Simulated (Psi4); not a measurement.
Pair of molecules: CH4 (SMILES C) (first 5 atoms) with CH4 (SMILES C); geometry from S22 set.
(charge 0, multiplicity 1):
```xyz
10

C      0.00000    -0.00014     1.85916
H     -0.88855     0.51306     1.49469
H      0.88855     0.51306     1.49469
H      0.00000    -1.02634     1.49487
H      0.00000     0.00009     2.94828
C      0.00000     0.00014    -1.85916
H      0.00000    -0.00009    -2.94828
H     -0.88855    -0.51306    -1.49469
H      0.88855    -0.51306    -1.49469
H      0.00000     1.02634    -1.49487
```

All values below come from Psi4 with SAPT0/jun-cc-pV(D+d)Z.

### Question
Which attractive term is largest, and how does the interaction split up?

### Answer
electrostatics -0.6, exchange 2.2, induction -0.1, dispersion -2.2, total -0.7 kJ/mol; the largest attraction is dispersion.
